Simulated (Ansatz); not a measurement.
Run this with Ansatz 0.2.0 through its Python package and show what comes out.

Input file `c4h8ns.xyz`:
```text
14

C    -1.32780    0.95090   -0.70080
N    -0.32190    0.23980    0.07910
C    -0.79340   -0.95570    0.76980
C     1.02720    0.40850   -0.22370
C     2.09770   -0.29400    0.18200
S     3.76550   -0.07880   -0.22070
H    -1.51840    0.42800   -1.64390
H    -1.00530    1.97320   -0.92780
H    -2.27100    1.02800   -0.14930
H    -0.24740   -1.10990    1.70660
H    -1.85340   -0.87200    1.03370
H    -0.67140   -1.84000    0.13530
H     1.20620    1.24610   -0.89710
H     1.91340   -1.12400    0.85680
```

Script `energy_c4h8ns.py`:
```python
"""Single point of C4H8NS(-)."""

import ansatz as az
import numpy as np
import pandas as pd

mol = az.Crystal.molecule_from_extxyz("c4h8ns.xyz")

setup = (
    mol.calculation()
    .basis(gaussian="cc-pVDZ")
    .functional("r2SCAN")
    .charge(-1)
    .forces()
)
rep = setup.session().plan(threads=1).execute().report

print(f"E = {rep['free_energy_ev']:.6f} eV = {rep['free_energy_ev'] / 27.211386246:.7f} Ha")
print("converged:", rep["converged"], " doubts:", rep["published_state_doubts"] or "none")

state = rep["mean_field"]["state"]
print(f"mean field: {state['energy']['hartree']:.7f} Ha, <S^2> = {abs(state['spin_squared']):.4f}, stability: {state.get('stability', {}).get('kind')}")

symbols = [site.symbol for site in mol.cartesian_sites]
forces = np.array(rep["forces_ev_ang"])
print("largest force", round(float(np.linalg.norm(forces, axis=1).max()), 4), "eV/A, rms", round(float(np.sqrt((forces ** 2).mean())), 4))

charges = rep["charge_distribution"]
table = pd.DataFrame({"atom": symbols, "mulliken": charges["mulliken_charges_e"], "lowdin": charges["lowdin_charges_e"]})
print(table.round(3).to_string())
print("dipole (e A):", np.round(charges["dipole_moment_e_ang"], 4) + 0.0)
```

Running `python energy_c4h8ns.py` prints:
```text
E = -16599.489154 eV = -610.0199749 Ha
converged: True  doubts: none
mean field: -610.0199749 Ha, <S^2> = 0.0000, stability: minimum
largest force 2.5236 eV/A, rms 0.6024
   atom  mulliken  lowdin
0     C     0.087  -0.005
1     N    -0.332   0.139
2     C     0.089   0.002
3     C     0.081  -0.238
4     C    -0.139  -0.336
5     S    -0.670  -0.387
6     H    -0.024  -0.033
7     H     0.021  -0.009
8     H    -0.004  -0.018
9     H     0.027  -0.013
10    H    -0.011  -0.016
11    H    -0.016  -0.029
12    H    -0.057  -0.017
13    H    -0.051  -0.040
dipole (e A): [-2.0167  0.0355  0.1531]
```

What to keep in mind:
- The settings weren't tested for convergence.
- The geometry is a force-field or estimated start, not a minimum of this method, and the basis set is short of its limit.
- The Löwdin charges here are taken after orthogonalising the functions within each atom; they differ from plain Löwdin charges, and their signs can be unphysical.
- An ion's dipole depends on the origin; the program takes it about the centre of nuclear charge.
- Anions want diffuse functions, which this basis lacks.
- Wall time of the script: 12 s on 1 thread of Arm Neoverse V1 (shared host), peak memory 0.31 GiB.

(A comment or docstring line of the script was reworded after the run, the code is as it ran; lines on the test bed's own set-up are left out of the output.)
